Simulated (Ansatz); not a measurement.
The same path of H + H4Si (6 atoms, charge 0, multiplicity 2) was run twice with different band settings. Lost on the way: Si1–H2. Made: H2–H6.

Method: UKS PBE0/def2-SVP in Ansatz.

Relaxed end points:

```xyz
6
Properties=species:S:1:pos:R:3
Si 0.000 0.000 -0.295
H 0.000 0.000 1.198
H 1.408 0.000 -0.793
H -0.703 1.219 -0.793
H -0.703 -1.219 -0.793
H 0.000 0.000 4.398
```

```xyz
6
Properties=species:S:1:pos:R:3
Si 0.001 0.000 -0.589
H 0.000 0.000 2.930
H 1.425 0.000 -1.037
H -0.712 1.234 -1.037
H -0.712 -1.234 -1.037
H 0.000 0.000 3.692
```

Common settings: movable images 7; climbing image yes; spring 5.0 eV/Å²; optimiser quadratic models (default); force threshold 0.03 eV/Å; iteration limit 60; end points relaxed.

| run | start path |
| --- | --- |
| 1 | through a guess of the saddle point |
| 2 | straight line |

Question: What does each run give, and how far can it be trusted?

Answer: Run 1: converged after 7 iterations, highest image 0.098 eV above the first end. A vibrational analysis at the climbing image gives one clearly imaginary mode, 663i cm⁻¹: a first-order saddle point.
Run 2: converged after 18 iterations, highest image 0.098 eV above the first end. Another band between the same ends (7 images) ends at a top of the same energy, where a vibrational analysis finds 1 clearly imaginary mode.
